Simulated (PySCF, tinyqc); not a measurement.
Inside a calculation (part 2 of 2). Method: RHF in the sto-6g basis, for LiH, spin multiplicity 1. The lowest restricted solution is unstable here: a spin-polarised one lies 0.0392 hartree lower (PySCF). Computed by tinyqc, a small Python program that keeps every step (integrals from PySCF). Command: `OMP_NUM_THREADS=1 python tinyqc.py 31826 31827 out.jsonl` (the two numbers bound the seeds that draw the settings). One thread of a shared host (Intel(R) Xeon(R) Processor @ 2.60GHz), about 0.08 s of CPU time with the checks.

Geometry (angstrom):
```
atom         x         y         z
Li    0.000000  0.000000  0.000000
H     0.000000  0.000000  2.626000
```

## Iteration 12 (converged): orbitals

converged F (hartree), order 1Li 1s, 1Li 2s, 1Li 2px, 1Li 2py, 1Li 2pz, 2H 1s:
```
[[-2.417475, -0.622382, 0.000000, 0.000000, 0.012157, -0.018963],
 [-0.622382, -0.185783, 0.000000, 0.000000, -0.039527, -0.154464],
 [0.000000, 0.000000, 0.152870, 0.000000, 0.000000, 0.000000],
 [0.000000, 0.000000, 0.000000, 0.152870, 0.000000, 0.000000],
 [0.012157, -0.039527, 0.000000, 0.000000, 0.087739, -0.154964],
 [-0.018963, -0.154464, 0.000000, 0.000000, -0.154964, -0.057750]]
```

X, order 1Li 1s, 1Li 2s, 1Li 2px, 1Li 2py, 1Li 2pz, 2H 1s:
```
[[1.022112, -0.124396, 0.000000, 0.000000, -0.003237, 0.013977],
 [-0.124396, 1.035669, 0.000000, 0.000000, 0.020196, -0.098736],
 [0.000000, 0.000000, 1.000000, 0.000000, 0.000000, 0.000000],
 [0.000000, 0.000000, 0.000000, 1.000000, 0.000000, 0.000000],
 [-0.003237, 0.020196, 0.000000, 0.000000, 1.029257, -0.143746],
 [0.013977, -0.098736, 0.000000, 0.000000, -0.143746, 1.042644]]
```

Diagonalise F' = X^T F X, C = X C', fill 2 alpha and 2 beta electrons from the bottom; D = 2 C_occ C_occ^T. Each column has its largest component positive (the first on a tie).

F' = X^T F X (hartree):
```
[[-2.370288, -0.338874, 0.000000, 0.000000, 0.010725, 0.024637],
 [-0.338874, -0.046814, 0.000000, 0.000000, -0.004756, -0.152857],
 [0.000000, 0.000000, 0.152870, 0.000000, 0.000000, 0.000000],
 [0.000000, 0.000000, 0.000000, 0.152870, 0.000000, 0.000000],
 [0.010725, -0.004756, 0.000000, 0.000000, 0.136744, -0.174753],
 [0.024637, -0.152857, 0.000000, 0.000000, -0.174753, 0.014997]]
```

orbital energies (hartree): [-2.418747, -0.199798, 0.063182, 0.152870, 0.152870, 0.290001]

coefficients C, order 1Li 1s, 1Li 2s, 1Li 2px, 1Li 2py, 1Li 2pz, 2H 1s:
```
[[0.994255, -0.140928, -0.206973, 0.000000, 0.000000, -0.095669],
 [0.023288, 0.530084, 0.803555, 0.000000, 0.000000, 0.413533],
 [0.000000, 0.000000, 0.000000, -0.104270, 0.994549, 0.000000],
 [0.000000, 0.000000, 0.000000, 0.994549, 0.104270, 0.000000],
 [-0.004251, 0.305757, -0.555410, 0.000000, 0.000000, 0.823690],
 [-0.001036, 0.643743, -0.278725, 0.000000, 0.000000, -0.790961]]
```

D after iteration 12, order 1Li 1s, 1Li 2s, 1Li 2px, 1Li 2py, 1Li 2pz, 2H 1s:
```
[[2.016806, -0.103098, 0.000000, 0.000000, -0.094632, -0.183504],
 [-0.103098, 0.563063, 0.000000, 0.000000, 0.323956, 0.682428],
 [0.000000, 0.000000, 0.000000, 0.000000, 0.000000, 0.000000],
 [0.000000, 0.000000, 0.000000, 0.000000, 0.000000, 0.000000],
 [-0.094632, 0.323956, 0.000000, 0.000000, 0.187011, 0.393666],
 [-0.183504, 0.682428, 0.000000, 0.000000, 0.393666, 0.828812]]
```

Within a degenerate level the vectors are fixed only up to a rotation; this is one choice.

## Convergence

Stop when the energy changes by less than 1e-09 hartree and every element of the error matrix X^T (F D S - S D F) X is below 9e-06.

Course of the cycle:
```
iteration  E (hartree)     change  largest element of the error matrix
1          -1.84540651          -                             1.45e-01
2          -7.25005812  -5.40e+00                             2.40e-01
3          -7.25534434  -5.29e-03                             1.92e-01
4          -7.64135056  -3.86e-01                             2.36e-01
5          -7.64145216  -1.02e-04                             2.36e-01
6          -7.66435629  -2.29e-02                             2.34e-01
7          -7.83861141  -1.74e-01                             2.96e-02
8          -7.84258042  -3.97e-03                             1.35e-02
9          -7.84413292  -1.55e-03                             4.81e-03
10         -7.84416570  -3.28e-05                             1.27e-03
11         -7.84416833  -2.63e-06                             1.63e-05
12         -7.84416833  -2.45e-10                             5.99e-06
```

PySCF RHF in the same basis = -7.84416833 hartree

Converged in 12 iterations.

## Populations, bond orders and dipole

overlap S, order 1Li 1s, 1Li 2s, 1Li 2px, 1Li 2py, 1Li 2pz, 2H 1s:
```
[[1.000000, 0.235742, 0.000000, 0.000000, 0.000000, 0.007034],
 [0.235742, 1.000000, 0.000000, 0.000000, 0.000000, 0.178970],
 [0.000000, 0.000000, 1.000000, 0.000000, 0.000000, 0.000000],
 [0.000000, 0.000000, 0.000000, 1.000000, 0.000000, 0.000000],
 [0.000000, 0.000000, 0.000000, 0.000000, 1.000000, 0.268286],
 [0.007034, 0.178970, 0.000000, 0.000000, 0.268286, 1.000000]]
```

Mulliken: Z minus the diagonal of D S on the atom; Loewdin: the same with S^(1/2) D S^(1/2); Mayer order: 2 sum_s sum (D(s) S)_ij (D(s) S)_ji over the two atoms.

Charges (e):
```
atom   Mulliken    Loewdin
1Li    0.055271   0.051932
2H    -0.055271  -0.051932
```

Mayer bond orders:
```
pair     order
2-1   0.996945
```

dipole moment about the origin, x y z (debye): [0.000000, 0.000000, -5.348606]
